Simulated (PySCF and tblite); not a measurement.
Values are calculated unless marked as measured or tabulated.
C₄H₉F, numbered as in [CH3:1][CH2:2][CH2:3][CH2:4][F:5]. Conformers came from 90 starts (ETKDG, MMFF94s, GFN2-xTB); geometries are PBE0-D3(BJ)/def2-SVP. Free energies are B3LYP-D3(BJ)/def2-SVP (IEF-PCM, chloroform) single points with GFN2-xTB rigid-rotor and vibrational terms (modes under about 100 cm⁻¹ blended into free rotors). Symmetry numbers and mirror images are counted. Conformers within 3 kcal/mol (GFN2-xTB free energy) were kept, 6 at most. GIAO shieldings: wB97X-D/pcSseg-1 (IEF-PCM, chloroform). Shifts are against TMS (¹H), TMS (¹³C), CFCl3 (¹⁹F) at the same level. Programs: PySCF with density fitting and tblite.

Torsions listed: C1–C2–C3–C4, C2–C3–C4–F5. Of a mirror pair one member is shown.

| conformer | shape | point group | mirror pair | ΔE(DFT) | Δ(G−E) at 250 K | δ C4 (ppm) |
| --- | --- | --- | --- | --- | --- | --- |
| 1 | 176°, -62° | C1 | yes | 0.00 | 0.00 | 85.8 |
| 2 | 63°, 56° | C1 | yes | 0.35 | 0.08 | 81.2 |
| 3 | -67°, 67° | C1 | yes | 0.37 | 0.15 | 88.8 |
| 4 | 180°, 180° | Cs | no | 0.54 | -0.09 | 86.2 |
| 5 | 65°, 176° | C1 | yes | 1.08 | 0.03 | 85.7 |

Energies in kcal/mol; the thermal term leaves out symmetry numbers and mirror images.

Problem. Work out the weights at 250 K and the ¹³C shift of C4 under fast exchange.

Solution. RT = 0.497 kcal/mol. Each conformer gets RT ln(σ/g), with σ the rotational symmetry number and g = 2 for a mirror pair: 1: σ = 1, g = 2, G = 0.00 + 0.00 − 0.34 = -0.34, 0.00 above the lowest, exp(−ΔG/RT) = 1.000; 2: σ = 1, g = 2, G = 0.35 + 0.08 − 0.34 = 0.08, 0.42 above the lowest, exp(−ΔG/RT) = 0.426; 3: σ = 1, g = 2, G = 0.37 + 0.15 − 0.34 = 0.18, 0.53 above the lowest, exp(−ΔG/RT) = 0.347; 4: σ = 1, g = 1, G = 0.54 − 0.09 + 0.00 = 0.45, 0.79 above the lowest, exp(−ΔG/RT) = 0.202; 5: σ = 1, g = 2, G = 1.08 + 0.03 − 0.34 = 0.76, 1.11 above the lowest, exp(−ΔG/RT) = 0.108. The sum is 2.083, so the weights are 48.0, 20.4, 16.6, 9.7, 5.2 %. The averaged shift is 85.4 ppm. At 298.15 K it is 85.4 ppm. At 298.15 K the leading conformer alone gives 85.8 ppm and bare DFT energies give 85.5 ppm.
